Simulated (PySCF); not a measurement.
## Bond dissociation energies of hydrogen fluoride

System: `F` (HF). Coordinates in Å; atoms count from 1 in this order:
```
F     0.4474   -0.0765    0.0748
H    -0.4419    0.0791   -0.1031
```

Energies: frozen-core CCSD(T)/aug-cc-pVTZ (PySCF, unrestricted reference for open shells) on PBE0-D3(BJ)/def2-SVP structures. Thermal corrections: PBE0-D3(BJ)/def2-SVP frequencies, unscaled, ideal gas at 298.15 K and 1 bar, quasi-RRHO entropy.

```
bond  r / Å  radicals  BDE(298 K) / kJ/mol  BDFE / kJ/mol  D₀ / kJ/mol  Dₑ / kJ/mol
F1–H  0.920   F• + H•                  562            531          558          583
```

Homolysis to relaxed radicals in the gas phase.

Against the Active Thermochemical Tables (version 1.112): F1–H 570 (computed 562, error -9) kJ/mol.

Hardware: 1 thread of Arm Neoverse V2, shared with other jobs. Command: `OMP_NUM_THREADS=1 python redox_run.py task.json out`. The single points of this level: 4.1 s.

Differences come from unrounded values, so a last digit can differ from that of the printed terms.

---

# Proton affinity of hydrogen fluoride, site by site

Molecule: hydrogen fluoride, `F` (HF). Coordinates in Å; atoms count from 1 in this order:
```
F     0.4474   -0.0765    0.0748
H    -0.4419    0.0791   -0.1031
```

Energies: TPSSh/cc-pVTZ (PySCF, density fitting, integration grid level 3) on PBE0-D3(BJ)/def2-SVP structures. Thermal corrections: PBE0-D3(BJ)/def2-SVP frequencies, unscaled, ideal gas at 298.15 K and 1 bar, quasi-RRHO entropy.

| site | product | PA / eV | GB / eV |
| --- | --- | --- | --- |
| F1 (fluorine) | [H2F]+ | 5.26 | 4.97 |

PA is −ΔH and GB is −ΔG of B + H⁺ → BH⁺ in the gas phase.

Against the Active Thermochemical Tables (version 1.112): F1 485 (computed 507, error 22) kJ/mol.

Measured values (NIST Chemistry WebBook, evaluated or the median of agreeing entries): proton affinity (−ΔH) 484 kJ/mol (computed 507, difference 23); gas-phase basicity (−ΔG) 457 kJ/mol (computed 480, difference 23).

---

Where does `N[SiH2]F` (FH4NSi) take a proton?

Parent: `N[SiH2]F` (FH4NSi). Numbering: `[NH2:1][SiH2:2][F:3]`

Level of theory: ωB97X-D3(BJ)/6-31+G* single points in PySCF, grid level 2; every species was optimised with PBE0-D3(BJ)/def2-SVP. SCF options: conv 1e-06. Thermal corrections: PBE0-D3(BJ)/def2-SVP frequencies, unscaled, ideal gas at 298.15 K and 1 bar, quasi-RRHO entropy.

| site | product | PA / kJ/mol | GB / kJ/mol |
| --- | --- | --- | --- |
| N1 (nitrogen on the metalloid) | `[NH3+][SiH2]F` | 838 | 808 |

PA is −ΔH and GB is −ΔG of B + H⁺ → BH⁺ in the gas phase. Sites whose products fell apart, merged with another or lost in a GFN2-xTB screen aren't listed.

Known limits: protonation of a hydridic H, with loss of H₂, was not considered.
